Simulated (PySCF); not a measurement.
# One shape, several levels: quartet PH2

Wanted: a comparison of 6 runs (U-r2SCAN/cc-pVTZ, UBHLYP/cc-pVTZ, UBLYP/cc-pVTZ, UCAM-B3LYP/cc-pVTZ, UM06-L/cc-pVTZ, UCCSD(T)/cc-pVTZ) of quartet PH2. 

The calculation is run with PySCF 2.14.0.

3 further runs of the same task are left out: 3 set aside as unsound or not needed.

## 1. The structure to begin with

The species is PH2 (3 atoms), meant as a quartet with charge 0. SMILES of the parent species: `[PH2]`. The shape is that of a PBE0-D4/def2-TZVP optimisation. That shape belongs to the parent species and isn't relaxed for this state.

Bond lengths: P1–H2 1.424 Å, P1–H3 1.424 Å. Angles: H2–P1–H3 91.5°.

## 2. A single-point energy at U-r2SCAN/cc-pVTZ (run 1)

File calc.py:

```python
from pyscf import gto, dft

molecule = gto.M(
    atom='P 0.525730 -0.309370 0.258210; H 0.114640 1.051490 0.176750; H -0.640370 -0.742120 -0.434970',
    max_memory=1860,
    verbose=3,
    spin=3,
    basis='cc-pvtz',
)

ks = dft.UKS(molecule, xc='r2scan')
ks.grids.level = 5
ks.conv_tol = 1e-10
ks.kernel()
if not ks.converged:
    ks = ks.newton().run(ks.mo_coeff, ks.mo_occ)

energy = ks.e_tot
print(f'total energy: {energy:.8f} hartree')
```

Started as:

```console
OMP_NUM_THREADS=1 python calc.py
```

What it wrote:

```text
WARN: HOMO -0.0154967199924716 >= LUMO -0.310516458306116

WARN: HOMO -0.0698007549784965 >= LUMO -0.239072457639923

WARN: HOMO -0.0604428139096811 >= LUMO -0.214281921018157

WARN: HOMO -0.0638659827817554 >= LUMO -0.213221461033246

WARN: HOMO -0.0634802051050567 >= LUMO -0.211414828407894

WARN: HOMO -0.0633558552180089 >= LUMO -0.211042240006367

WARN: HOMO -0.0634250627302375 >= LUMO -0.211114267085898

WARN: HOMO -0.0634198073300869 >= LUMO -0.211101816696783

WARN: HOMO -0.0634205375709875 >= LUMO -0.211102914725909

WARN: HOMO -0.0634206038663221 >= LUMO -0.211102916804105

converged SCF energy = -342.26934670783  <S^2> = 3.7558778  2S+1 = 4.0029378
total energy: -342.26934671 hartree
```

Run time: 11 s. Hardware: 1 thread of Arm Neoverse V2, shared host; peak memory 0.34 GiB.

## 3. The energy at UBHLYP/cc-pVTZ (run 2)

File job.py:

```python
from pyscf import gto, dft

mol = gto.M(
    atom='''
P        0.525730      -0.309370       0.258210
H        0.114640       1.051490       0.176750
H       -0.640370      -0.742120      -0.434970
''',
    verbose=3,
    spin=3,
    max_memory=1860,
    basis='cc-pvtz',
    charge=0,
)

mf = dft.UKS(mol, xc='bhandhlyp')
mf.conv_tol = 1e-10
mf.grids.level = 5
mf.kernel()
if not mf.converged:
    mf = mf.newton().run(mf.mo_coeff, mf.mo_occ)

e_tot = mf.e_tot
print('E(%s) = %.9f' % ('BHLYP', e_tot))
```

Started as:

```console
OMP_NUM_THREADS=1 python job.py
```

What it wrote:

```text
WARN: HOMO 0.0274669128348535 >= LUMO -0.32573465689197

WARN: HOMO -0.136998147542768 >= LUMO -0.213153664450738

WARN: HOMO -0.116970569554948 >= LUMO -0.172572626282088

WARN: HOMO -0.117092554353508 >= LUMO -0.16640125771057

WARN: HOMO -0.118011738467387 >= LUMO -0.166729257758321

WARN: HOMO -0.118095102106062 >= LUMO -0.166734528049658

WARN: HOMO -0.118054400058067 >= LUMO -0.1666275369978

WARN: HOMO -0.118061429441146 >= LUMO -0.166645690843767

WARN: HOMO -0.118058924227075 >= LUMO -0.166645273995231

WARN: HOMO -0.118058947627482 >= LUMO -0.16664554258118

WARN: HOMO -0.118058944672041 >= LUMO -0.166645475358814

converged SCF energy = -342.286747804901  <S^2> = 3.7550774  2S+1 = 4.0025379
E(BHLYP) = -342.286747805
```

It took 5.4 s on 1 thread of Arm Neoverse V2, shared host; peak memory 0.3 GiB.

## 4. The energy at UBLYP/cc-pVTZ (run 3)

File job.py:

```python
from pyscf import gto, dft

mol = gto.M(
    atom='''
P      0.525730    -0.309370     0.258210
H      0.114640     1.051490     0.176750
H     -0.640370    -0.742120    -0.434970
''',
    basis='cc-pvtz',
    verbose=3,
    max_memory=1860,
    spin=3,
)

calc0 = dft.UKS(mol)
calc0.xc = 'blyp'
calc0.conv_tol = 1e-10
calc0.grids.level = 5
calc0.kernel()
if not calc0.converged:
    calc0 = calc0.newton().run(calc0.mo_coeff, calc0.mo_occ)

e_final = calc0.e_tot
print('E(%s) = %.9f' % ('BLYP', e_final))
```

Started as:

```console
OMP_NUM_THREADS=1 python job.py
```

What it wrote:

```text
WARN: HOMO -0.0214644120779699 >= LUMO -0.29517734700765

WARN: HOMO -0.0555913178111975 >= LUMO -0.2669681441596

WARN: HOMO -0.0451375507974472 >= LUMO -0.245167981388623

WARN: HOMO -0.0482509155722202 >= LUMO -0.247865085194305

WARN: HOMO -0.0479379127317259 >= LUMO -0.246753029418566

WARN: HOMO -0.0478070108510762 >= LUMO -0.24653554069748

WARN: HOMO -0.0478588005602125 >= LUMO -0.246598147726017

WARN: HOMO -0.0478554439404091 >= LUMO -0.246590388916747

WARN: HOMO -0.0478552122664988 >= LUMO -0.246590197156608

WARN: HOMO -0.0478552550678542 >= LUMO -0.246590313522393

converged SCF energy = -342.284155786369  <S^2> = 3.7524244  2S+1 = 4.001212
E(BLYP) = -342.284155786
```

Run time: 4.8 s. Hardware: 1 thread of Arm Neoverse V2, shared host; peak memory 0.3 GiB.

Runs 4 to 5 aren't shown in full; the table further down has their settings and results.

## 5. A single-point energy at UCCSD(T)/cc-pVTZ (run 6)

File input.py:

```python
from pyscf import gto, scf, cc

mol = gto.M(
    atom='''
P        0.525730      -0.309370       0.258210
H        0.114640       1.051490       0.176750
H       -0.640370      -0.742120      -0.434970
''',
    spin=3,
    charge=0,
    basis='cc-pvtz',
    max_memory=1860,
    verbose=3,
)

calc0 = scf.UHF(mol)
calc0.conv_tol = 1e-10
calc0.kernel()
if not calc0.converged:
    calc0 = calc0.newton().run(calc0.mo_coeff, calc0.mo_occ)

mycc = cc.CCSD(calc0, frozen=5)
mycc.kernel()
e_t = mycc.ccsd_t()
etot = mycc.e_tot + e_t
print(f'total energy: {etot:.8f} hartree')
```

Started as:

```console
OMP_NUM_THREADS=1 python input.py
```

What it wrote:

```text
WARN: HOMO 0.101616705146506 >= LUMO -0.32491582693413

converged SCF energy = -341.682690272957  <S^2> = 3.7615348  2S+1 = 4.0057632
E(UCCSD) = -341.8229972510628  E_corr = -0.1403069781054062
UCCSD(T) correction = -0.00480242271605187
total energy: -341.82779967 hartree
```

It took 6.6 s on 1 thread of Arm Neoverse V2, shared host; peak memory 0.62 GiB.

## 6. Overview of the runs

| run | level | integration grid | frozen core orbitals | energy (Eh) | dipole moment (D) of the reference | HOMO energy (eV) | ⟨S²⟩ | wall time |
| --- | --- | --- | --- | --- | --- | --- | --- | --- |
| 1 | U-r2SCAN/cc-pVTZ | 5 | – | -342.269347 | 0.09 | -1.73 | 3.756 | 11 s |
| 2 | UBHLYP/cc-pVTZ | 5 | – | -342.286748 | 0.05 | -3.21 | 3.755 | 5.4 s |
| 3 | UBLYP/cc-pVTZ | 5 | – | -342.284156 | 0.08 | -1.30 | 3.752 | 4.8 s |
| 4 | UCAM-B3LYP/cc-pVTZ | 5 | – | -342.292051 | 0.03 | -3.54 | 3.754 | 6.9 s |
| 5 | UM06-L/cc-pVTZ | 5 | – | -342.282277 | 0.04 | -1.43 | 3.755 | 11 s |
| 6 | UCCSD(T)/cc-pVTZ | – | 5 | -341.827800 | 0.11 | -4.95 | 3.762 | 6.6 s |

## 7. Summary of results

| quantity | value |
| --- | --- |
| run 6: total energy | -341.82780 Eh |
| run 6: dipole moment (Hartree–Fock density) | 0.11 D |
| run 6: HOMO energy (Hartree–Fock orbitals) (highest over α and β) | -4.95 eV |
| run 6: LUMO energy (Hartree–Fock orbitals) (lowest over α and β) | -0.56 eV |
| run 6: correlation energy (5 core orbitals frozen) | -145.1 mEh |
| run 6: (T) correction | -4.80 mEh |
| run 6: ⟨S²⟩ of the reference determinant | 3.762 |
| run 6: T1 diagnostic | 0.020 |

Over runs 1, 2, 3, 4, 5 the dipole moment (its size) runs from 0.03 D (UCAM-B3LYP/cc-pVTZ) to 0.09 D (U-r2SCAN/cc-pVTZ). Totals of different functionals can't be ranked against each other. All runs together took 46 s, the longest 11 s.
